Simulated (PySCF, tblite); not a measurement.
## How well do the runs reproduce experiment for thiirane?

**What was measured.**

NIST CCCBDB Release 22 (SRD 101), experimental dipoles lists, for the gas: dipole moment (microwave Stark effect) 1.85 D.

From NIST CCCBDB Release 22 (SRD 101), experimental polarizabilities, for the gas: mean polarisability 6.91 Å³.

From CRC Handbook of Chemistry and Physics, for the gas at 298.15 K: standard entropy 255.2 J/(mol K).

The results are set against them at the end.

Species: thiirane, C2H4S.
Atom-mapped SMILES: `[CH2:1]1[CH2:2][S:3]1` (hydrogens: H4, H5 on C1; H6, H7 on C2)

Cartesian coordinates in Å at the GFN2-xTB level; atoms count from 1:
```xyz
7
C2H4S angstrom
C      0.7406   -0.0702   -0.0437
C     -0.7393   -0.0456   -0.0766
S     -0.0045    1.1258    1.0751
H      1.2360   -0.9022    0.4382
H      1.2867    0.3577   -0.8734
H     -1.2333    0.3993   -0.9299
H     -1.2830   -0.8598    0.3833
```

Runs made with PySCF (gas phase, on this GFN2-xTB geometry; no spin–orbit coupling):

```json
{"level": "PBE0/pcSseg-1", "job": "shieldings, ring-centre shieldings, charges and field gradients", "basis functions": "78", "wall time": "3.6 s"}
{"level": "wB97X-D/def2-SVPD", "job": "8 singlets by full TDDFT, 3 Tamm–Dancoff triplets, polarisability", "basis functions": "99", "wall time": "4.5 s"}
```

Hardware: Arm Neoverse V1, one thread, no GPU, shared host.

GFN2-xTB wavenumbers (cm⁻¹, harmonic, unscaled, at the method's own geometry): 694, 726, 815, 864, 924, 1022, 1036, 1130, 1184, 1409, 1442, 3053, 3060, 3060, 3078. Point group C2v, symmetry number 2. Entropy at 298.15 K and 1 bar in J/(mol K): translation 159.9, rotation 88.8, vibration 5.7.

**Comparison with experiment**

**Dipole moment.** Measured: 1.85 D (NIST CCCBDB Release 22 (SRD 101), experimental dipoles).

| level | computed (D) | computed − measured (D) | % (from the printed values) |
| --- | --- | --- | --- |
| PBE0/pcSseg-1 | 1.99 | +0.14 | +8 |
| wB97X-D/def2-SVPD | 1.98 | +0.13 | +7 |

Closest is wB97X-D/def2-SVPD (+0.13 D), furthest PBE0/pcSseg-1 (+0.14 D); one molecule doesn't rank methods. The computed dipoles belong to one fixed geometry; measured ones are averaged over vibrations unless marked μe. Magnitudes are compared, not signs.

**Mean polarisability.** Measured: 6.91 Å³ (NIST CCCBDB Release 22 (SRD 101), experimental polarizabilities).

```
            level  computed (Å³)  computed − measured (Å³)  % (from the printed values)
wB97X-D/def2-SVPD           6.36                     -0.55                           -8
```

The computed values are static and purely electronic, with core orbitals frozen in the response (1 au = 0.148185 Å³). The table of measured values doesn't say here whether a value is static or optical, or holds a vibrational part.

**Standard entropy at 298.15 K.** Measured: 255.2 J/(mol K) (298.15 K; CRC Handbook of Chemistry and Physics).

```json
{"level": "GFN2-xTB, rigid rotor and harmonic oscillator", "computed (J/(mol K))": "254.5", "computed − measured (J/(mol K))": "-0.7", "% (from the printed values)": "0"}
```

Ideal gas at 1 bar, most abundant isotopes; table values of this kind come from calorimetry or from spectroscopic constants.

The geometry is computed, not the measured one. Where a level misses, the cause wasn't examined.
